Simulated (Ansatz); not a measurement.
in.yaml

```yaml
crystal:
  periodic: [false, false, false]
  atoms:
    - {symbol: O, position_ang: [0.000000, 0.000000, 0.000000]}
    - {symbol: H, position_ang: [0.000000, 0.000000, 1.036612]}
basis:
  gaussian: {orbitals: aug-cc-pVDZ}
total_charge: 1
magnetization: {spin_polarized: true, initial_magnetization: 0}
hamiltonian: {xc: {name: B2PLYP}}
correlation: {electrons: outside_noble_gas}
```

```sh
$ ansatz run in.yaml --threads 1 --pin off --events-out ev --progress --plain --max-ram 2393MiB
```

(1) Roughly how long does this take on 1 thread of Arm Neoverse V1, shared host, and how much host memory?

```
302 factors; integrals over basis functions are off by at most 1.2e-3 eV
mean field evaluation 1: about -2040.6639 eV, gradient 2.1e1 eV
mean field evaluation 2: about -2040.6618 eV, gradient 2.1e1 eV
mean field evaluation 4: about -2042.3469 eV, gradient 2.3e-1 eV
mean field evaluation 8: about -2042.3468 eV, gradient 3.0e-3 eV
mean field evaluation 16: about -2042.7471 eV, gradient 2.5e0 eV
mean field evaluation 32: about -2044.4559 eV, gradient 4.9e0 eV
mean field -2044.70034308 eV, -75.1413516604 hartree, gradient 1.4e-6 eV, S^2 1.004147; 4 other end points of the search recorded, 0 dependent functions left out
1 core orbitals not correlated: weight in the atoms' cores, before any rotation towards them, 1.000 or more for the frozen orbitals, at most 0.000 for the correlated occupied ones
reference -2044.70041285 eV, -75.1413542246 hartree; 3, 3 occupied and 28, 28 virtual orbitals, 302 factors
second order -3.62012055 eV of doubles, -0.00000000 eV of singles
Total energy: -2045.67784540 eV, -75.1772742082 hartree
```

Answers

(1) 0.93 s wall and 0.15 GiB.
